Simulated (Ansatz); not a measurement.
# H₂O+ (doublet): from Hartree-Fock to the top rungs at a displaced geometry (v2), cc-pVTZ

Aim: climb from Hartree-Fock through coupled cluster and multireference methods for H₂O+ (doublet) at one geometry and basis, and see what each rung misses.

The runs use Ansatz 0.2.0, Gaussian basis; cc-pVTZ, core rule «outside noble gas», up to 1 orbitals frozen.

To be run: UHF; CCSD(T) on ROHF; CCSD(T) on UHF; BCCD(T) on ROHF; CISD; CCSDT(Q) on ROHF; CCSDT(Q) on UHF; CASSCF and MRCISD+Q, 7 electrons in 6 orbitals; CASSCF and NEVPT4(SD), 7 electrons in 6 orbitals; CASSCF and NEVPT2, 7 electrons in 6 orbitals.

10 further runs of the same task are left out: 2 that didn't finish, 8 set aside as unsound or not needed.

## Step 1: The system

The geometry is a PBE0/def2-TZVP stationary point (not a proven minimum) with its atoms shifted at random (size 0.100 Å).

3 atoms, charge 1, spin multiplicity 2.

Atoms are counted from 1 here; the program's logs count them from 0.

Bond lengths: O1–H2 1.013 Å, O1–H3 0.997 Å. Angles: H2–O1–H3 109.0°.

## Step 2: UHF

File in.yaml:

```yaml
crystal:
  periodic: [false, false, false]
  atoms:
    - {symbol: O, position_ang: [0.014162, -0.063730, -0.000840]}
    - {symbol: H, position_ang: [-0.150712, 0.522015, -0.810386]}
    - {symbol: H, position_ang: [-0.074091, 0.489591, 0.823714]}
basis:
  gaussian: {orbitals: cc-pVTZ}
total_charge: 1
magnetization: {spin_polarized: true, initial_magnetization: 1}
hamiltonian: {xc: hf}
output: {orbitals: {seedname: orbitals}}
```

On the command line:

```
ansatz run in.yaml --threads 1 --pin off --events-out ev --progress --plain --max-ram 2393MiB
```

After this run come: CCSD(T) on ROHF; CCSD(T) on UHF; BCCD(T) on ROHF; CISD; CCSDT(Q) on ROHF; CCSDT(Q) on UHF; CASSCF and MRCISD+Q, 7 electrons in 6 orbitals; CASSCF and NEVPT4(SD), 7 electrons in 6 orbitals; CASSCF and NEVPT2, 7 electrons in 6 orbitals.

Q: Predict the results of all the runs planned. Wanted: UCCSDT(Q) below the RHF energy; RMP2 from UCCSDT(Q); UMP2 from UCCSDT(Q); RCCSD from UCCSDT(Q); RCCSD(T) from UCCSDT(Q); UCCSD(T) from UCCSDT(Q); RCCSDT(Q) from UCCSDT(Q); NEVPT2 valence from UCCSDT(Q); NEVPT4(SD) valence from UCCSDT(Q).

**Answer**, as computed:

```
                         quantity                                                                     value
   UCCSDT(Q) below the RHF energy                                                                -6.1323 eV
              RMP2 from UCCSDT(Q)                                                              +54.2 kJ/mol
              UMP2 from UCCSDT(Q)                                                              +55.1 kJ/mol
             RCCSD from UCCSDT(Q)                                                              +14.6 kJ/mol
          RCCSD(T) from UCCSDT(Q)                                                               +1.4 kJ/mol
          UCCSD(T) from UCCSDT(Q)                                                               +1.2 kJ/mol
         RCCSDT(Q) from UCCSDT(Q)                                                               +0.2 kJ/mol
    NEVPT2 valence from UCCSDT(Q)                                                              +66.1 kJ/mol
NEVPT4(SD) valence from UCCSDT(Q)                                                               +6.2 kJ/mol
  MRCISD+Q valence from UCCSDT(Q)                                                               +2.3 kJ/mol
levels within 1 kcal/mol (43 meV)  RCCSD(T), UCCSD(T), BCCD(T), RCCSDT, UCCSDT, RCCSDT(Q), MRCISD+Q valence
                    T1 diagnostic                                                                     0.013
   effectively unpaired electrons                                                                      1.01
```

**Reading.** RCCSD(T) lands +1.4 kJ/mol from the yardstick (0.2 % of the correlation energy). One determinant dominates. Of the multireference levels listed MRCISD+Q valence comes nearest in total energy (+2.3 kJ/mol), which doesn't show that its space is the better one. These misses are within one basis, not against nature; the frozen cores of restricted and unrestricted runs differ, which can shift their rows.
